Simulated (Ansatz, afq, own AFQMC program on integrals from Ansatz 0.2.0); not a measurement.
GeH, doublet in cc-pVTZ, levels against full CI

```
atom   x (Å)   y (Å)   z (Å)
  Ge  0.0000  0.0000  0.0000
   H  0.0000  0.0000  1.2770
```

Basis cc-pVTZ. Noble-gas cores (and the filled d shells of Ga–Kr and In–Xe) are frozen. Integrals, coupled cluster, full CI and functionals: Ansatz 0.2.0; the random walks run on the same integrals in our own AFQMC program. ph-AFQMC/CISD is guided by a CISD state made of CCSD amplitudes; releasing the constraint for a short imaginary time cuts its bias at the price of noise, slowly where states lie close. Uncertainties: one standard error, sampling alone. No spin–orbit coupling.

Determinant: UHF, the one that the program's search chose, which needn't be the lowest solution. The geometry is a point of a scan.

Full CI on the same integrals is exact in this basis and with this determinant's frozen core.

Cautions: no relativity below Rb; no spin-orbit coupling; inner d shell frozen.

```
T1 diagnostic                               : 0.0142
weight of the determinant in the CISD state : 0.931
⟨S²⟩ of the determinant                     : 0.765
size of the correlated space                : 5 electrons in 43 orbitals
```

| level | correlation energy (eV) |
| --- | --- |
| MP2 | -2.0352 |
| CCSD | -2.5784 |
| CCSD(T) | -2.6405 |

(1) Estimate where phaseless AFQMC with a CISD trial lies against CCSD(T) on the same integrals.

(1) 0.29 ± 0.03 kcal/mol below CCSD(T).

Reference: full CI, correlation energy -2.657 eV. The released energy is read at 2.40 1/Eh (meV from the phaseless value at times in 1/Eh: -1.5 ± 1.3 at 0.24, -1.7 ± 1.0 at 0.51, -1.8 ± 0.9 at 0.99, -2.2 ± 1.0 at 1.62, -3.4 ± 1.0 at 2.40).

| level | E − E(reference) (kcal/mol) | share of correlation (%) |
| --- | --- | --- |
| CCSD(T) | 0.38 | 99.38 |
| CCSDT | 0.04 | 99.94 |
| CCSDT(Q) | 0.01 | 99.99 |
| CCSDTQ | 0.00 | 100.00 |
| ph-AFQMC/CISD | 0.09 ± 0.03 | 99.86 |
| released AFQMC | 0.01 ± 0.02 | 99.99 |

CCSDT and higher add their correlation energy to the determinant of the CCSD(T) run, since their own runs factorise the integrals more tightly (a shift of under 2 meV). A walk keeps the symmetry of its determinant, which the program's search chose and which needn't be the lowest solution, so a lower state of the same spin and another symmetry isn't excluded. Released energies are given only where the last usable release times agree within the noise; a slower fall can still hide under it.
